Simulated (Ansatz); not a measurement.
Take GaSb in the zinc blende structure (space group F-43m, No. 216) as the base.

```
GaSb
1.0
    0.00000     3.10704     3.10704
    3.10704     0.00000     3.10704
    3.10704     3.10704     0.00000
Sb Ga
1 1
Cartesian
  4.66056   4.66056   4.66056
  0.00000   0.00000   0.00000
```

The values are results of PBE/PAW in Ansatz (a program for electronic structure), no spin-orbit coupling, earlier PAW set, not measurements.

Modification: every Sb is replaced by P, then cell and atoms are relaxed.

Measured lattice parameter a: GaSb 6.0959 Å (room temperature; as listed in I. Vurgaftman, J. R. Meyer, L. R. Ram-Mohan, Journal of Applied Physics (2001)); GaP 5.439 Å (static lattice; corrected from measurement; as listed in Daniel Mejia-Rodriguez, S. B. Trickey, Phys. Rev. B (2018)).

**Question.** How well does PBE reproduce the measured shift?

**Answer.** With PBE the lattice parameter a moves by -0.708 Å (6.214 → 5.507) against -0.657 Å measured. The two measured values stand on different bases (one corrected, one not), which blurs small differences.

With Sb present, leaving out spin-orbit coupling can change the band edges. Stability against distortions was not tested. The final runs are not spin-polarised.
